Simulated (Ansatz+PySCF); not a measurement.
Values are calculated unless marked as measured or tabulated.
## Several solutions for singlet C6H4

```yaml
atoms:
  - { symbol: C, position_ang: [0.0000, 0.6262, -1.2346] }
  - { symbol: C, position_ang: [0.0000, -0.6262, -1.2346] }
  - { symbol: C, position_ang: [0.0000, 1.4625, -0.1339] }
  - { symbol: C, position_ang: [0.0000, -1.4625, -0.1339] }
  - { symbol: C, position_ang: [0.0000, 0.7026, 1.0546] }
  - { symbol: C, position_ang: [0.0000, -0.7026, 1.0546] }
  - { symbol: H, position_ang: [0.0000, 2.5544, -0.1303] }
  - { symbol: H, position_ang: [0.0000, -2.5544, -0.1303] }
  - { symbol: H, position_ang: [0.0000, 1.2297, 2.0135] }
  - { symbol: H, position_ang: [0.0000, -1.2297, 2.0135] }
```

Basis set: def2-SVP (spherical functions). Charge 0, multiplicity 1.

CASSCF(8,8) was run from several starts with Ansatz (development build ahead of 0.2.0) and PySCF 2.14.0. The starts are those of the Hartree–Fock orbitals from which the active space was taken at the frontier.

| run | program | start | converged | energy (hartree) | <S²> |
| --- | --- | --- | --- | --- | --- |
| A | Ansatz | stability test followed | yes | -229.35341 | 0.00 |
| B | Ansatz | atomic start, no search | yes | -229.35341 | 0.00 |
| C | PySCF | program defaults | yes | -229.32885 | 0.00 |
| D | Ansatz | search for the lowest state | yes | -229.35341 | 0.00 |

Question: Which runs reached the lowest solution of this kind, and what is wrong with the others?

Answer: A, B, D reached the lowest solution found. Converged but too high: C by 0.67 eV. Convergence only shows a stationary point; in CASSCF the end hangs on which orbitals enter the active space. Caution: other starts end on other solutions of this active space.
